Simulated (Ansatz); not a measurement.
Molecule: C4H5 (charge -1, singlet). It need not be the lowest isomer of its formula. Whether it binds its extra electron was not tested at this geometry. SMILES: [CH-]1[C@@H]2C[C@H]12
Geometry from a B3LYP-D3(BJ)/def2-TZVP (Ansatz, an electronic-structure program) optimisation:
```
C
H 1 1.0874
C 1 1.4988 2 121.96
H 3 1.0914 1 117.76 2 -1.66
H 3 1.0973 4 115.30 1 145.37
C 3 1.4988 4 117.76 5 145.37
H 6 1.0874 3 121.96 4 1.66
C 1 1.5446 2 132.49 6 74.83
H 8 1.1146 1 107.43 2 -2.53
```
Charge -1, spin multiplicity 1.

Parts of the frozen-core correlation energy in aug-cc-pVDZ (Ansatz, hartree). Frozen orbitals: 4; correlated occupied orbitals by spin: 11 and 11; virtual: 122 and 122. No spin-orbit coupling. No relativistic terms.

```
term                            value
-------------------------  ----------
reference (HF)             -154.20341
MP2 opposite-spin            -0.44121
MP2 same-spin                -0.15097
CCSD correlation             -0.62104
(T)                          -0.02837
T1 diagnostic                   0.017
largest doubles amplitude       0.030
```
